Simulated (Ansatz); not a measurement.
Input file:

```yaml
crystal:
  periodic: [false, false, false]
  atoms:
    - {symbol: B, position_ang: [0.000000, 0.000000, 0.000000]}
    - {symbol: Cl, position_ang: [0.000000, 0.000000, 5.654000]}
basis:
  gaussian: {orbitals: 6-31G}
magnetization: {spin_polarized: false, initial_magnetization: 2}
correlation: {method: fic_mrcisd_q_relaxed, electrons: outside_noble_gas, active_space: {window: {electrons: 4, orbitals: 4}}}
```

```sh
$ ansatz run in.yaml --threads 1 --pin off --events-out ev --progress --plain --max-ram 2393MiB
```

Task: Roughly how long does this take on 1 thread of Arm Neoverse V1, shared host, and how much host memory?

Result: 2.7 s wall and 0.18 GiB.

```
266 factors; integrals over basis functions are off by at most 2.3e-4 eV
mean field evaluation 1: about -13168.9909 eV, gradient 4.7e0 eV
mean field evaluation 2: about -13168.9909 eV, gradient 4.7e0 eV
mean field evaluation 4: about -13169.2747 eV, gradient 5.3e-1 eV
mean field evaluation 8: about -13169.2808 eV, gradient 5.2e-2 eV
mean field evaluation 16: about -13169.2810 eV, gradient 9.3e-2 eV
mean field evaluation 32: about -13169.2819 eV, gradient 9.1e-2 eV
mean field evaluation 64: about -13169.2808 eV, gradient 5.0e-4 eV
mean field evaluation 96: about -13169.2828 eV, gradient 4.0e-2 eV
mean field evaluation 128: about -13169.2822 eV, gradient 4.3e-2 eV
mean field evaluation 160: about -13169.2824 eV, gradient 6.4e-1 eV
mean field evaluation 192: about -13169.2804 eV, gradient 2.9e-2 eV
mean field evaluation 224: about -13169.2819 eV, gradient 3.6e-5 eV
mean field evaluation 256: about -13169.2846 eV, gradient 2.0e-3 eV
mean field evaluation 288: about -13169.2819 eV, gradient 1.6e-4 eV
mean field -13169.28466761 eV, -483.9622850728 hartree, gradient 3.9e-6 eV, S^2 2.000000; 21 other end points of the search recorded, 0 dependent functions left out
reference -13169.28466761 eV, -483.9622850728 hartree; 12, 10 occupied and 10, 12 virtual orbitals, 266 factors
state -13169.78693712 eV, -483.9807431370 hartree
contracted CI cycle   1: correlation 0.00000000 eV, 0.0000000000 hartree, residual 7.87e0 eV
contracted CI cycle   2: correlation -1.28902080 eV, -0.0473706407 hartree, residual 1.96e0 eV
contracted CI cycle   3: correlation -1.42021586 eV, -0.0521919701 hartree, residual 7.11e-1 eV
contracted CI cycle   4: correlation -1.43925658 eV, -0.0528917037 hartree, residual 2.02e-1 eV
contracted CI cycle   5: correlation -1.44045781 eV, -0.0529358483 hartree, residual 2.69e-2 eV
contracted CI cycle   6: correlation -1.44047470 eV, -0.0529364690 hartree, residual 6.23e-3 eV
contracted CI cycle   7: correlation -1.44047566 eV, -0.0529365043 hartree, residual 2.48e-3 eV
contracted CI cycle   8: correlation -1.44047605 eV, -0.0529365185 hartree, residual 2.59e-3 eV
contracted CI cycle   9: correlation -1.44047656 eV, -0.0529365372 hartree, residual 2.67e-3 eV
contracted CI cycle  10: correlation -1.44047682 eV, -0.0529365466 hartree, residual 1.32e-3 eV
state -13169.78693712 eV, -483.9807431370 hartree; corrected -13171.29286677 eV, -484.0360850310 hartree
Total energy: -13171.29286677 eV, -484.0360850310 hartree
```

Natural occupations: 1.9344 1.0000 1.0000 0.0656.
